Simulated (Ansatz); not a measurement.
A geometry optimisation of H4P2 with r2SCAN-D4/def2-TZVP

The starting geometry of this gas-phase triplet was optimised with GFN2-xTB as a singlet; its bonds are those of `[PH-][PH3+]`.

```xyz
6

P    -0.8430    0.1625   -0.6081
P     0.7502   -1.0976   -0.7457
H     1.5084   -0.1937    0.0057
H    -1.5315    0.5095    0.5666
H    -1.9184   -0.3833   -1.2724
H    -0.9406    1.4495   -1.1631
```

**Question.** Predict what it relaxes into with r2SCAN-D4/def2-TZVP.

**Answer.** It loosens into H3P + HP, which stay close as a complex. Contacts that open: P1–P2 (2.04 → 3.11 Å).

The energy falls by 1.94 eV over 29 steps:

```json
{"step": "1", "E − E(last) (eV)": "1.943"}
{"step": "4", "E − E(last) (eV)": "0.185"}
{"step": "7", "E − E(last) (eV)": "0.032"}
{"step": "10", "E − E(last) (eV)": "0.027"}
{"step": "13", "E − E(last) (eV)": "0.020"}
{"step": "17", "E − E(last) (eV)": "0.001"}
{"step": "20", "E − E(last) (eV)": "0.000"}
{"step": "23", "E − E(last) (eV)": "0.000"}
{"step": "26", "E − E(last) (eV)": "0.000"}
{"step": "29", "E − E(last) (eV)": "0.000"}
```

Final geometry (Å):

```
atom    x (Å)    y (Å)    z (Å)
   P  -0.9806   0.6946  -0.6940
   P   1.0903  -1.5573  -0.1306
   H   2.1480  -0.6390  -0.3915
   H  -1.6801   0.3401   0.4858
   H  -1.7189  -0.1957  -1.5120
   H  -1.8335   1.8041  -0.9748
```

No frequencies were run, so the end isn't proven a minimum. Open shells are spin-unrestricted. The triplet needn't be the ground state. Run with Ansatz 0.2.0, 98 s on 2 threads of Arm Neoverse V2, on a shared host.
